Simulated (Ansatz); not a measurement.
Relaxation of AlBH5Si (8 atoms, charge -1, multiplicity 1), to a largest force component of 0.02 eV/Å in at most 50 steps.

Level of theory: RKS PBE-D4/6-31G* in Ansatz.

```xyz
8
Properties=species:S:1:pos:R:3:forces:R:3
B -0.768 1.219 -1.209 -3.09 -0.13 -2.03
Si -0.389 0.669 0.547 -0.40 -0.24 2.60
Al 0.648 -1.420 0.842 0.10 -0.92 -0.73
H -1.126 0.401 -2.009 0.49 -0.22 -0.43
H -0.900 2.352 -1.561 -0.48 0.66 0.03
H 0.266 1.393 -0.689 3.51 0.27 0.07
H 0.089 -2.828 1.425 -0.50 0.06 0.57
H 2.124 -2.055 0.527 0.37 0.52 -0.08
```

Problem. Where does it end, and by what steps?

Solution. The run converged. Limits of this set-up: an anion without diffuse functions, the dipole of an ion depends on the origin. After 9 steps the energy has fallen by 0.988 eV; H7 moved furthest, 0.44 Å.

| step | energy less start (eV) | largest force component (eV/Å) | accepted |
| --- | --- | --- | --- |
| 0 | 0.0000 | 3.509 | yes |
| 1 | -0.7288 | 1.679 | yes |
| 2 | -0.9550 | 0.395 | yes |
| 3 | -0.9763 | 0.076 | yes |
| 4 | -0.9813 | 0.051 | yes |
| 5 | -0.9847 | 0.091 | yes |
| 6 | -0.9867 | 0.078 | yes |
| 7 | -0.9835 | 0.133 | no |
| 8 | -0.9881 | 0.051 | yes |
| 9 | -0.9884 | 0.017 | yes |

```xyz
8
Properties=species:S:1:pos:R:3
B -0.831 1.273 -1.262
Si -0.467 0.488 0.510
Al 0.601 -1.657 0.719
H -0.944 0.646 -2.296
H -1.112 2.459 -1.289
H 0.447 1.168 -0.829
H 0.043 -2.720 1.846
H 2.206 -1.927 0.473
```

Whether the end is a true minimum wasn't checked by a vibrational analysis.

Run time: 14 s on 1 thread of Intel(R) Xeon(R) Platinum 8488C (Sapphire Rapids), with other jobs on the host, peak memory 0.14 GiB.
